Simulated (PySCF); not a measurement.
ethylene cation (C2H4), SMILES C=C (connectivity only; charge and spin as stated), charge +1, multiplicity 2.

Geometry optimised at B3LYP-D3(BJ)/def2-TZVP. The spin state was assumed, not searched.

Method: PBE/def2-TZVPD (PySCF).

Isolated molecule, no solvent.

| Quantity | Result |
|---|---|
| total energy | -78.12055 hartree |
| point group | D2 |
| α spin, highest occupied and lowest empty level | -15.26 and -10.49 eV |
| β spin, highest occupied and lowest empty level | -17.05 and -13.64 eV |
| dipole moment about the centre of nuclear charge | 0.000 e·Å |
| mean static polarisability | 20.2 bohr³ (2.99 Å³) |
| polarisability, principal values | 14.3, 18.7, 27.6 bohr³ |
| ⟨S²⟩ | 0.754 (pure state 0.75) |
